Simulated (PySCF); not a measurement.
## Partial charges of SiH4

Species: SiH4.
Geometry (PBE0-D3(BJ)/def2-SVP, Å), atoms numbered from 1 in this order:
```xyz
5
SiH4 angstrom
Si     0.000    0.000    0.000
H      0.011   -0.020    1.493
H      1.404    0.012   -0.508
H     -0.712    1.223   -0.476
H     -0.703   -1.215   -0.509
```

Density: PBE0/pcSseg-1 (PySCF); schemes: Mulliken, IAO, Hirshfeld and ESP-fitted. Geometry: PBE0-D3(BJ)/def2-SVP; no solvent, vibrations or thermal averaging.

Q: Which atoms carry the highest charge in the Mulliken, IAO, Hirshfeld and ESP-fitted schemes?

A: All schemes agree: Mulliken Si1 (+0.326); IAO Si1 (+0.417); Hirshfeld Si1 (+0.286); ESP-fitted Si1 (+0.293).

Q: For which atoms does the sign change between the 4 schemes (beyond +0.03 e in one, beyond −0.03 e in another)?

A: For none.

Q: At which atom do the 4 schemes differ most?

A: At Si1: from +0.286 (Hirshfeld) to +0.417 e (IAO), 0.131 e apart.

Q: Tabulate the Mulliken, IAO, Hirshfeld and ESP-fitted charges.

A: In e:

| atom | environment | Mulliken | IAO | Hirshfeld | ESP-fitted |
| --- | --- | --- | --- | --- | --- |
| Si1 | silicon bonded to 4 H | +0.326 | +0.417 | +0.286 | +0.293 |
| H2 | hydrogen on Si1 | -0.082 | -0.104 | -0.071 | -0.073 |
| H3 | hydrogen on Si1 | -0.082 | -0.104 | -0.072 | -0.073 |
| H4 | hydrogen on Si1 | -0.082 | -0.104 | -0.071 | -0.074 |
| H5 | hydrogen on Si1 | -0.082 | -0.104 | -0.071 | -0.073 |

Mean size of the charges over all atoms: IAO 0.167 e, Mulliken 0.131 e, ESP-fitted 0.117 e, Hirshfeld 0.114 e. Each set sums to the total charge, 0, to within 0.001 e. The IAO scheme projects the occupied orbitals on a minimal set of polarised atomic orbitals and counts the electrons in each atom's part of it.

Q: Sum the charges by element, for elements with more than one atom.

A: 
```tsv
element	atoms	Mulliken	IAO	Hirshfeld	ESP-fitted
H	4	-0.326	-0.417	-0.286	-0.293
```

Q: How many electrons does the Hirshfeld scheme count on Si1?

A: Z − q = 14 − (+0.286) = 13.714.
